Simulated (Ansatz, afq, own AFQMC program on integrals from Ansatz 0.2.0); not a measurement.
AFQMC on a folder of integrals that Ansatz 0.2.0 wrote.

```yaml
crystal:
  periodic: [false, false, false]
  atoms:
    - {symbol: Si, position_ang: [0.000000, 0.000000, 0.649966]}
    - {symbol: B, position_ang: [0.000000, 0.000000, -1.342837]}
    - {symbol: H, position_ang: [0.000000, -1.075954, -1.853888]}
    - {symbol: H, position_ang: [0.000000, 1.075954, -1.853888]}
basis:
  gaussian: {orbitals: cc-pVDZ}
magnetization: {spin_polarized: true, initial_magnetization: 3}
correlation: {method: ccsd_t, electrons: outside_noble_gas, hamiltonian_folder: ham}
```

```sh
$ ansatz run in.yaml --threads 1 --pin off --events-out ev --progress --plain --max-ram 1382MiB
```

Options of the walk:

```
--method phaseless --trial cisd --walkers 60 --populations 1 --least-time 40 --time-step 0.005 --steps-per-block 50 --equilibration-blocks 28 --max-blocks 300 --target-error 0.00036 --factor-cut 1e-05 --start spin_pure --seed 5094 --release-times 0.24,0.51,0.99,1.62,2.4 --release-step 0.03 --release-every 4 --taylor-order 6
```

Times are imaginary, in 1/Eh. The walk had a cap of 1002 s.

Output of the walk:

```
orbitals 36  electrons 6 3  factors 274 of 402
reference energy -314.65889767 Eh
CCSD correlation -0.16812419 Eh in 12 cycles, weight of the determinant in the CISD state 0.8684
energy of the start -314.826968 Eh
 block  time / (1/Eh)  mean weight  energy / Eh
     1     0.250  1.0003  -314.825434
     2     0.500  1.0006  -314.825401
     3     0.750  0.9993  -314.826827
     4     1.000  0.9992  -314.829007
     5     1.250  1.0015  -314.830527
     8     2.000  0.9997  -314.832767
    17     4.250  1.0003  -314.833588
    41    10.250  0.9961  -314.834936
    65    16.250  0.9990  -314.832877
    89    22.250  1.0004  -314.837114
   113    28.250  1.0006  -314.832331
   137    34.250  0.9998  -314.835638
   161    40.250  0.9992  -314.830472
   185    46.250  1.0016  -314.831350
   209    52.250  1.0001  -314.832380
   233    58.250  1.0005  -314.833599
   249    62.250  1.0025  -314.828220
   257    64.250  1.0003  -314.834392
   281    70.250  0.9999  -314.835221
   305    76.250  0.9994  -314.837031
   313    78.250  0.9982  -314.842514
   321    80.250  0.9995  -314.831762
blocks merged  error / Eh  count
     1  0.000206  300
     2  0.000263  150
     4  0.000329  75
     8  0.000361  37
    16  0.000324  18
    32  0.000347  9
released: time / (1/Eh)  energy / Eh  error  mean overlap
  0.24  -314.834712  0.000431  1.0004
  0.51  -314.834734  0.000394  1.0016
  0.99  -314.834923  0.000413  0.9946
  1.62  -314.834802  0.000337  0.9905
  2.40  -314.834974  0.000378  0.9846
energy -314.834839 +/- 0.000361 Eh
(rows thinned)
```

The run passed its tests (sampling time, drift between the halves within three errors, error under three times the target), which doesn't prove that it has relaxed. The second half of the sampling lies above the first by 1.6 errors of their difference, so the energy may still be moving and its error bar be too small.

Against this walk (error 9.8 meV) on the same determinant: CCSD(T) 56.5 meV higher, CCSDT(Q) 8.2 meV higher (within the noise). The error is statistical and leaves out the bias of the constraint. Released to 2.40 1/Eh the energy moves by -4 ± 14 meV (both errors), within twice the noise.

Cautions: constraint bias not in the error; lower spins were not checked.

The walk took 13 min on 1 thread of AMD EPYC (Zen 3) (shared host). The log's last line is the phaseless energy.

CCSDT and higher add their correlation energy to the determinant of the CCSD(T) run, since their own runs factorise the integrals more tightly (a shift of under 2 meV). A walk keeps the symmetry of its determinant, which the program's search chose and which needn't be the lowest solution, so a lower state of the same spin and another symmetry isn't excluded.
